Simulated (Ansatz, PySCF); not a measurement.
Potential energy curve for CH4S, SMILES CS. The C1–H6 bond (C1 also carries H, H, S; H6 carries nothing else) is varied alone, starting from the PBE0/def2-TZVP optimised geometry.

UHF/cc-pVDZ (PySCF); RHF/cc-pVDZ (PySCF); UKS-BHandHLYP = unrestricted BHandHLYP/cc-pVDZ (PySCF 2.14.0); RKS-BHandHLYP = PySCF with restricted BHandHLYP/cc-pVDZ; UKS-TPSSh = PySCF with unrestricted TPSSh/cc-pVDZ; RKS-TPSSh = restricted TPSSh/cc-pVDZ (PySCF); UKS-B3LYP = unrestricted B3LYP/cc-pVDZ in PySCF; RKS-B3LYP = PySCF with restricted B3LYP/cc-pVDZ; UKS-PBE = unrestricted PBE/cc-pVDZ in Ansatz (a program for electronic structure); RKS-PBE = restricted PBE/cc-pVDZ run with Ansatz; UKS-B3LYP/6-31G* = unrestricted B3LYP/6-31G*, spherical d (PySCF 2.14.0); RKS-B3LYP/6-31G* = restricted B3LYP/6-31G*, spherical d run with PySCF; UKS-B3LYP/LANL2DZ = PySCF with unrestricted B3LYP/LANL2DZ, with its core potentials past Ne; RKS-B3LYP/LANL2DZ = PySCF 2.14.0 with restricted B3LYP/LANL2DZ, with its core potentials past Ne.

Scanned distances (Å): 0.87, 0.92, 0.98, 1.03, 1.06, 1.09, 1.13, 1.15, 1.21, 1.26, 1.34, 1.47, 1.63, 1.81, 1.96, 2.19, 2.38, 2.64, 2.92, 3.24, 3.80.

Q: Where does the unrestricted solution first break spin symmetry (<S²> of 0.01 or more)?

A: UHF: between 1.63 and 1.81 Å; UKS-BHandHLYP: between 1.81 and 1.96 Å; UKS-TPSSh: between 1.81 and 1.96 Å; UKS-B3LYP: between 1.96 and 2.19 Å; UKS-PBE: between 1.96 and 2.19 Å; UKS-B3LYP/6-31G*: between 1.96 and 2.19 Å; UKS-B3LYP/LANL2DZ: between 1.96 and 2.19 Å.

```
R / Å  <S²> UHF  E(RHF) − E(UHF) / mEh  <S²> UKS-BHandHLYP  E(RKS-BHandHLYP) − E(UKS-BHandHLYP) / mEh  <S²> UKS-TPSSh  E(RKS-TPSSh) − E(UKS-TPSSh) / mEh  <S²> UKS-B3LYP  E(RKS-B3LYP) − E(UKS-B3LYP) / mEh  <S²> UKS-PBE  E(RKS-PBE) − E(UKS-PBE) / mEh  <S²> UKS-B3LYP/6-31G*  E(RKS-B3LYP/6-31G*) − E(UKS-B3LYP/6-31G*) / mEh  <S²> UKS-B3LYP/LANL2DZ  E(RKS-B3LYP/LANL2DZ) − E(UKS-B3LYP/LANL2DZ) / mEh
-----  --------  ---------------------  ------------------  -----------------------------------------  --------------  ---------------------------------  --------------  ---------------------------------  ------------  -----------------------------  ---------------------  -----------------------------------------------  ----------------------  -------------------------------------------------
0.87       0.00                    0.0                0.00                                        0.0            0.00                                0.0            0.00                                0.0          0.00                            0.0                   0.00                                              0.0                    0.00                                                0.0
0.92       0.00                    0.0                0.00                                        0.0            0.00                                0.0            0.00                                0.0          0.00                            0.0                   0.00                                              0.0                    0.00                                                0.0
0.98       0.00                    0.0                0.00                                        0.0            0.00                                0.0            0.00                                0.0          0.00                            0.0                   0.00                                              0.0                    0.00                                                0.0
1.03       0.00                    0.0                0.00                                        0.0            0.00                                0.0            0.00                                0.0          0.00                            0.0                   0.00                                              0.0                    0.00                                                0.0
1.06       0.00                    0.0                0.00                                        0.0            0.00                                0.0            0.00                                0.0          0.00                            0.0                   0.00                                              0.0                    0.00                                                0.0
1.09       0.00                    0.0                0.00                                        0.0            0.00                                0.0            0.00                                0.0          0.00                            0.0                   0.00                                              0.0                    0.00                                                0.0
1.13       0.00                    0.0                0.00                                        0.0            0.00                                0.0            0.00                                0.0          0.00                            0.0                   0.00                                              0.0                    0.00                                                0.0
1.15       0.00                    0.0                0.00                                        0.0            0.00                                0.0            0.00                                0.0          0.00                            0.0                   0.00                                              0.0                    0.00                                                0.0
1.21       0.00                    0.0                0.00                                        0.0            0.00                                0.0            0.00                                0.0          0.00                            0.0                   0.00                                              0.0                    0.00                                                0.0
1.26       0.00                    0.0                0.00                                        0.0            0.00                                0.0            0.00                                0.0          0.00                            0.0                   0.00                                              0.0                    0.00                                                0.0
1.34       0.00                    0.0                0.00                                        0.0            0.00                                0.0            0.00                                0.0          0.00                            0.0                   0.00                                              0.0                    0.00                                                0.0
1.47       0.00                    0.0                0.00                                        0.0            0.00                                0.0            0.00                                0.0          0.00                            0.0                   0.00                                              0.0                    0.00                                                0.0
1.63       0.00                    0.0                0.00                                        0.0            0.00                                0.0            0.00                                0.0          0.00                            0.0                   0.00                                              0.0                    0.00                                                0.0
1.81       0.42                    7.3                0.00                                        0.0            0.00                                0.0            0.00                                0.0          0.00                            0.0                   0.00                                              0.0                    0.00                                                0.0
1.96       0.63                   20.9                0.25                                        2.0            0.02                                0.0            0.00                                0.0          0.00                            0.0                   0.00                                              0.0                    0.00                                                0.0
2.19       0.82                   46.0                0.59                                       13.1            0.47                                5.4            0.36                                3.1          0.04                            0.0                   0.38                                              3.5                    0.38                                                3.6
2.38       0.90                   66.7                0.76                                       25.3            0.64                               13.1            0.61                                9.8          0.47                            3.0                   0.62                                             10.8                    0.62                                               11.1
2.64       0.96                   92.7                0.89                                       42.4            0.77                               24.1            0.81                               21.0          0.77                           11.2                   0.82                                             22.8                    0.82                                               23.3
2.92       0.99                  116.6                0.95                                       58.9            0.86                               34.8            0.91                               32.7          0.91                           20.7                   0.92                                             35.3                    0.92                                               35.7
3.24       1.00                  139.1                0.99                                       74.4            0.92                               44.8            0.97                               43.8          0.97                           30.0                   0.97                                             47.3                    0.97                                               47.6
3.80       1.01                  168.2                1.00                                       93.9            0.96                               56.5            1.00                               57.6          1.00                           41.1                   1.00                                             62.1                    1.00                                               62.2
```
